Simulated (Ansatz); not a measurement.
# CHAlO+ (doublet): wave-function methods side by side, cc-pVTZ

The task here is to estimate one member of a computed series from the others.

Method: cc-pVTZ, core rule «outside noble gas», up to 7 orbitals frozen; program: Ansatz 0.2.0, Gaussian basis.

To be run: UHF; CCSD(T) on ROHF; CCSD(T) on UHF; BCCD(T) on ROHF; CCSDT(Q) on ROHF; CCSDT(Q) on UHF.

6 further runs of the same task are left out: 6 set aside as unsound or not needed.

### What is computed

The geometry is a PBE0/def2-TZVP stationary point (not a proven minimum) of the parent state, kept for this charge and spin.

4 atoms, charge 1, spin multiplicity 2.

Atoms are counted from 1 here; the program's logs count them from 0.

Bond lengths: Al1–C2 1.926 Å, Al1–H4 1.582 Å, C2–O3 1.150 Å. Angles: C2–Al1–H4 114.0°, Al1–C2–O3 172.0°.

The first run:

in.yaml

```yaml
crystal:
  periodic: [false, false, false]
  atoms:
    - {symbol: Al, position_ang: [0.000000, -0.106146, 1.272497]}
    - {symbol: C, position_ang: [0.000000, 0.083663, -0.643702]}
    - {symbol: O, position_ang: [0.000000, 0.036255, -1.792225]}
    - {symbol: H, position_ang: [0.000000, 1.269000, 2.055591]}
basis:
  gaussian: {orbitals: cc-pVTZ}
total_charge: 1
magnetization: {spin_polarized: true, initial_magnetization: 1}
hamiltonian: {xc: hf}
output: {orbitals: {seedname: orbitals}}
```

Command:

```sh
ansatz run in.yaml --threads 1 --pin off --events-out ev --progress --plain --max-ram 2560MiB --backend cpu
```

Among the steps run: UHF; CCSD(T) on ROHF; CCSD(T) on UHF; BCCD(T) on ROHF; CCSDT(Q) on ROHF; CCSDT(Q) on UHF.

One of the session's tables, all rows but one given; the rest of the session is left out.

```
   method  from UCCSDT(Q) (kcal/mol)
     ROHF                    +279.90
      UHF                          ?
     RMP2                     +19.52
     UMP2                     +19.51
    RCCSD                     +14.43
    UCCSD                     +14.36
 RCCSD(T)                      +1.35
 UCCSD(T)                      +1.32
  BCCD(T)                      +1.24
   RCCSDT                      +1.06
   UCCSDT                      +1.03
RCCSDT(Q)                      +0.19
UCCSDT(Q)                          0
```

Estimate the missing values for UHF.

The run gave: from UCCSDT(Q) (kcal/mol): +278.99. In the column «from UCCSDT(Q) (kcal/mol)» it lies between RMP2 (+19.52) and ROHF (+279.90).

Caveats from the session: Restricted and unrestricted rows rest on different reference determinants; where their highest levels disagree by more than a few hundredths of an eV, they describe different states and don't form one ladder.
